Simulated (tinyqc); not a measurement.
Born-Oppenheimer dynamics on the PBE/sto-3g surface (energies and gradients from PySCF), for H2O, spin multiplicity 1, step by step. One step of it, computed by the program tinyqc.

Question. Velocity Verlet step 1. dt = 1 fs = 41.3414 atomic units; x' = x + v dt - g dt^2 / (2m); after the new gradient g', v' = v - (g + g') dt / (2m).

positions (bohr):
```
,x,y,z
1O,0.018897,-0.005669,0.060471
2H,0.007559,1.485325,0.861715
3H,0.024566,-1.489104,0.931635
```

velocities (bohr per atomic time unit):
```
,x,y,z
1O,0.000004421,-0.000003134,0.000163620
2H,-0.000118579,0.000586866,-0.001670380
3H,0.000048421,-0.000537134,-0.000926380
```

gradient (hartree/bohr):
```
,x,y,z
1O,-0.00089610,0.02880162,0.21674703
2H,0.00107003,-0.11858453,-0.11374345
3H,-0.00017402,0.08978350,-0.10299867
```

masses (electron masses): 1O 29156.946388, 2H 1837.152588, 3H 1837.152588

gradient after step 1 (hartree/bohr):
```
,x,y,z
1O,-0.00113575,0.02187644,0.17346697
2H,0.00104065,-0.06758983,-0.09013707
3H,0.00009372,0.04571849,-0.08332267
```

Give: positions after step 1; velocities after step 1.

Answer.

positions after step 1 (bohr):
```
,x,y,z
1O,0.0191,-0.0066,0.0609
2H,0.0022,1.5647,0.8456
3H,0.0266,-1.5531,0.9412
```

velocities after step 1 (bohr per atomic time unit):
```
,x,y,z
1O,0.0000059,-0.0000391,-0.0001130
2H,-0.0001423,0.0026816,0.0006236
3H,0.0000493,-0.0020617,0.0011700
```
